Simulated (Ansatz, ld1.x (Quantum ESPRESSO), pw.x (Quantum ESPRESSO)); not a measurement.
## pw.x on bcc Al: one setting changed

Potential: norm-conserving Troullier–Martins (Kleinman–Bylander form), ld1.x (Quantum ESPRESSO) 7.5, PBEsol; core [Ne], reference 3s1.5 3p1.5; waves: 3s (bound): rc 1.70 bohr; 3p (bound): rc 2.50 bohr; local part: all-electron potential smoothed inside 1.30 bohr (lloc = -2); core correction: none.

The reference run (k-mesh 14³, cutoffs 40/160 Ry, Fermi–Dirac 0.01 Ry, mixing_beta 0.4, conv_thr 1e-9, no spin) gives 1.11 GPa at 16.575 Å³/atom, where all-electron LAPW gives 0.16 GPa. This run, with its own iteration cap, changes k-mesh points per axis to 4.

```
&control
  calculation='scf', prefix='x', pseudo_dir='./', outdir='./tmp', tstress=.true., disk_io='none'
/
&system
  ibrav=0, nat=1, ntyp=1, ecutwfc=40, ecutrho=160, nbnd=8,
  occupations='smearing', smearing='fd', degauss=0.01
/
&electrons
  conv_thr=1e-09, mixing_beta=0.4, electron_maxstep=50
/
ATOMIC_SPECIES
Al 1.0 Al.UPF
CELL_PARAMETERS angstrom
  -1.60619344 1.60619344 1.60619344
  1.60619344 -1.60619344 1.60619344
  1.60619344 1.60619344 -1.60619344
ATOMIC_POSITIONS crystal
Al 0.0000 0.0000 0.0000
K_POINTS automatic
4 4 4 0 0 0
```

```bash
pw.x < Al.scf.in > Al.scf.out
```

How does the run end?

It converges in 6 iterations; the free energy moves by +214.4 meV/atom and the pressure by -0.12 GPa.

```
Message from routine setup:
     using ibrav=0 with symmetry is DISCOURAGED, use correct ibrav instead
     lattice parameter (alat)  =       5.2572  a.u.
     unit-cell volume          =     111.8536 (a.u.)^3
     number of electrons       =         3.00
     number of Kohn-Sham states=            8
     kinetic-energy cutoff     =      40.0000  Ry
     charge density cutoff     =     160.0000  Ry
     scf convergence threshold =      1.0E-09
     Exchange-correlation= PBESOL
     number of k points=     8  Fermi-Dirac smearing, width (Ry)=  0.0100
     iteration #  1     ecut=    40.00 Ry     beta= 0.40
     total energy              =      -4.14145680 Ry
     estimated scf accuracy    <       0.00339783 Ry
     iteration #  2     ecut=    40.00 Ry     beta= 0.40
     total energy              =      -4.14149709 Ry
     estimated scf accuracy    <       0.00112039 Ry
     iteration #  3     ecut=    40.00 Ry     beta= 0.40
     total energy              =      -4.14155137 Ry
     estimated scf accuracy    <       0.00000264 Ry
     iteration #  4     ecut=    40.00 Ry     beta= 0.40
     total energy              =      -4.14155557 Ry
     estimated scf accuracy    <       0.00000141 Ry
     iteration #  5     ecut=    40.00 Ry     beta= 0.40
     total energy              =      -4.14155584 Ry
     estimated scf accuracy    <       0.00000003 Ry
     iteration #  6     ecut=    40.00 Ry     beta= 0.40
     the Fermi energy is     8.5189 ev
!    total energy              =      -4.14155589 Ry
     estimated scf accuracy    <          4.2E-10 Ry
     smearing contrib. (-TS)   =      -0.00543984 Ry
     The total energy is F=E-TS. E is the sum of the following terms:
     one-electron contribution =       2.85326861 Ry
     hartree contribution      =       0.00525842 Ry
     xc contribution           =      -1.59921734 Ry
     ewald contribution        =      -5.39542574 Ry
     convergence has been achieved in   6 iterations
          total   stress  (Ry/bohr**3)                   (kbar)     P=        9.93
     Message from routine punch:
     Nothing written, as per user request (disk_io='none')
```

The run took about 0.4 s on one core of a shared host (Neoverse-V2, 96 threads, 742 GiB, load 31).
